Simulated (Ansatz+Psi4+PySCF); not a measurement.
# doublet CH₄O(+): levels of theory in one basis

```xyz
6

C    -0.0471    0.6644    0.0000
O    -0.0471   -0.7585    0.0000
H    -1.0930    0.9698    0.0000
H     0.8785   -1.0485    0.0000
H     0.4371    1.0804    0.8918
H     0.4371    1.0804   -0.8918
```

Basis set: cc-pVTZ (spherical functions). Correlated methods keep 2 orbitals frozen. Correlation on ROHF uses semicanonical orbitals with singles. Charge 1, multiplicity 2.

Computed with Ansatz (development build ahead of 0.2.0) and Psi4 1.11; each method stands on the lowest determinant of its kind that the runs found.

| method | E − E(ROHF) (eV) | <S²> of the determinant |
| --- | --- | --- |
| ROHF | 0.00 | 0.75 |
| UHF | -0.17 | 0.76 |
| ROHF-MP2 | -10.20 | – |
| UHF-MP2 | -10.20 | 0.76 |
| ROHF-CCSD | -11.09 | – |
| UHF-CCSD | -11.09 | 0.76 |

Task: What does ROHF-CCSD(T) give on the same scale?

Result: -11.45 eV.
